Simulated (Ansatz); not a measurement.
Geometry optimisation, RKS B3LYP-D4/6-31G* (Ansatz).

Input file:

```yaml
crystal:
  periodic: [false, false, false]
  atoms:
    - { symbol: B, position_ang: [0.0, 0.0, 0.0] }
    - { symbol: F, position_ang: [0.0, 0.0, 1.67] }
    - { symbol: H, position_ang: [1.0305, 0.0, -0.595] }
    - { symbol: H, position_ang: [-1.0305, 0.0, -0.595] }
    - { symbol: P, position_ang: [0.0924, -2.0952, 0.6969] }
    - { symbol: H, position_ang: [-0.6759, -2.9172, -0.1694] }
    - { symbol: H, position_ang: [1.442, -2.5368, 0.6936] }
    - { symbol: H, position_ang: [0.047, -1.0662, 1.6663] }
basis:
  gaussian: { orbitals: "6-31G*" }
hamiltonian:
  xc: b3lyp
  dispersion: d4
relax:
  f_tol: 0.15
  max_steps: 25
  restrain:
    - { distance: [0, 4], at: 1.91, k: 30.0 }
    - { distance: [7, 1], at: 0.92, k: 30.0 }
    - { distance: [0, 1], at: 2.52, k: 30.0 }
    - { distance: [7, 4], at: 2.62, k: 30.0 }
```

Run as:

```bash
$ ansatz run input.yaml --threads 1 --pin off --max-ram 2048MiB --backend cpu --events-out ev --progress --plain --runs-dir out
```

**Question.** Where does it end, and by what steps?

**Answer.** It converged. The restraints hold the end off the free minimum. After 12 steps the energy has fallen by 2.161 eV (the restraints' own energy left out); H8 moved furthest, 0.95 Å. Parted: P5–H8 (1.41 → 2.62 Å).

```
step  energy less start (eV)  largest force component (eV/Å)  accepted
   0                  0.0000                           5.791       yes
   1                 -0.8428                           3.606       yes
   2                 -0.9989                           3.951       yes
   3                 -1.3720                           3.120       yes
   4                 -1.7163                           1.154       yes
   5                 -1.9462                           0.751       yes
   6                 -2.0456                           1.103       yes
   7                 -2.1323                           0.347       yes
   8                 -2.1095                           0.642        no
   9                 -2.1568                           0.509       yes
  10                 -2.1540                           0.518       yes
  11                 -2.1557                           0.405       yes
  12                 -2.1614                           0.416       yes
```

```xyz
8
Properties=species:S:1:pos:R:3
B 0.118 -0.524 -0.274
F -0.178 0.422 2.040
H 1.111 0.116 -0.417
H -0.940 -0.100 -0.613
P 0.220 -2.260 0.511
H -0.710 -3.020 -0.237
H 1.418 -2.800 -0.013
H -0.133 -0.450 2.370
```

Run time: 23 s on 1 thread of Arm Neoverse V2, on a shared host, peak memory 0.13 GiB.
